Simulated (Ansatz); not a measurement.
**CH₄⁺, doublet: the ladder up to full CI**

Geometry: a point of a breathe scan, not a stationary point.

```xyz
5

C     0.0000    0.0000    0.0000
H     0.3154    0.6487    0.6470
H    -0.3237   -0.6445    0.6472
H    -0.3133    0.6455   -0.6513
H     0.3216   -0.6498   -0.6429
```

Basis 6-31G; Ansatz 0.2.0. Only valence electrons are correlated (noble-gas cores frozen), which leaves 7 electrons in 16 orbitals. R marks a restricted (for open shells ROHF) determinant, U an unrestricted one. Active spaces: valence = (7e, 8o) chosen from the atoms' valence shells; pair = (3e, 3o) about the gap.

Full CI is exact within this basis and frozen core; it isn't the basis-set limit. The frozen core follows each run's orbitals, which can shift R against U totals by a few meV.

For open shells CISD and CISDTQ are restricted-active-space CI with the open shells as a complete middle space.

- UHF ⟨S²⟩: 0.751
- T1 diagnostic (RCCSD): 0.0067
- largest doubles amplitude (RCCSD): 0.032
- T1 diagnostic (UCCSD): 0.0041

```
                   level  E − E(full CI) (meV)  share of correlation (%)  wall time
                     RHF                  2495                      0.00          –
                     UHF                  2472                      0.91          –
                    RMP2                   492                     80.27          –
                    UMP2                   494                     80.20          –
                    CISD                    88                     96.46     0.39 s
                   RCCSD                    35                     98.58          –
                   UCCSD                    35                     98.60          –
                RCCSD(T)                     8                     99.68      0.3 s
                UCCSD(T)                     8                     99.69      0.3 s
                 BCCD(T)                     8                     99.68      0.3 s
                  RCCSDT                     1                     99.94          –
                  UCCSDT                     1                     99.95          –
                  CISDTQ                     1                     99.95      0.9 s
               RCCSDT(Q)                     0                    100.00      1.7 s
               UCCSDT(Q)                     0                    100.00      1.6 s
                 RCCSDTQ                     0                    100.00        8 s
                 UCCSDTQ                     0                    100.01        8 s
     CASSCF (pair space)                  2170                     13.02          –
     NEVPT2 (pair space)                   468                     81.22     0.18 s
     MRCISD (pair space)                    71                     97.16          –
   MRCISD+Q (pair space)                     3                     99.89      0.3 s
  CASSCF (valence space)                   803                     67.83          –
  NEVPT2 (valence space)                   186                     92.56      1.8 s
  MRCISD (valence space)                    16                     99.36          –
MRCISD+Q (valence space)                     6                     99.77      2.4 s
```

The correlation energy at full CI, counted from RHF, is -2.495 eV. That run took 1.4 s on 1 thread of Arm Neoverse V2, shared host over 254,368 determinants.

Times hold each run's SCF and search for its determinant on a shared host, so for small cases they say little of a method's own cost; they ran on 1 thread of Arm Neoverse V2. Some runs computed forces too.

The full-CI state has the irrep A1 of C2v, in the program's axes (one component, if the state is degenerate).

Natural occupations of full CI about the gap: 1.984 1.974 1.974 0.997 0.019 0.012 0.012 0.012 0.004 0.004; effectively unpaired electrons, Σ n²(2−n)², 1.01.
